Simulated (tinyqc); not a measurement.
Worked calculation: Pariser-Parr-Pople SCF with singles CI, for the molecule c1ccccc1 (SMILES; centres numbered as the heavy atoms are written). One step of it, computed by the program tinyqc.

Question. PPP integrals. Ohno: gamma = 14.399645/sqrt(R^2 + a^2), a = 2 x 14.399645/(gamma_rr + gamma_ss); H_rr = -W_r - sum_(s != r) z_s gamma_rs; H_rs = beta for bonds.

Centres (angstrom, eV; a flat drawing with bonds scaled to 1.40 angstrom):
```
centre          x          y  core charge z          W   gamma_rr
1C       1.400000   0.000000              1  11.160000  11.130000
2C       0.700000   1.212000              1  11.160000  11.130000
3C      -0.700000   1.212000              1  11.160000  11.130000
4C      -1.400000   0.000000              1  11.160000  11.130000
5C      -0.700000  -1.212000              1  11.160000  11.130000
6C       0.700000  -1.212000              1  11.160000  11.130000
```

Resonance integrals (eV):
```
i  j       beta
1  2  -2.280000
2  3  -2.280000
3  4  -2.280000
4  5  -2.280000
5  6  -2.280000
6  1  -2.280000
```

Give: repulsion gamma_rs; core matrix H.

Answer.

repulsion gamma_rs (eV), lower triangle:
```
         1C       2C       3C       4C       5C       6C
1C  11.1300
2C   7.5550  11.1300
3C   5.2396   7.5539  11.1300
4C   4.6685   5.2396   7.5550  11.1300
5C   5.2396   4.6695   5.2407   7.5550  11.1300
6C   7.5550   5.2407   4.6695   5.2396   7.5539  11.1300
```

core matrix H (eV), lower triangle:
```
          1C        2C        3C        4C        5C        6C
1C  -41.4176
2C   -2.2800  -41.4186
3C    0.0000   -2.2800  -41.4186
4C    0.0000    0.0000   -2.2800  -41.4176
5C    0.0000    0.0000    0.0000   -2.2800  -41.4186
6C   -2.2800    0.0000    0.0000    0.0000   -2.2800  -41.4186
```
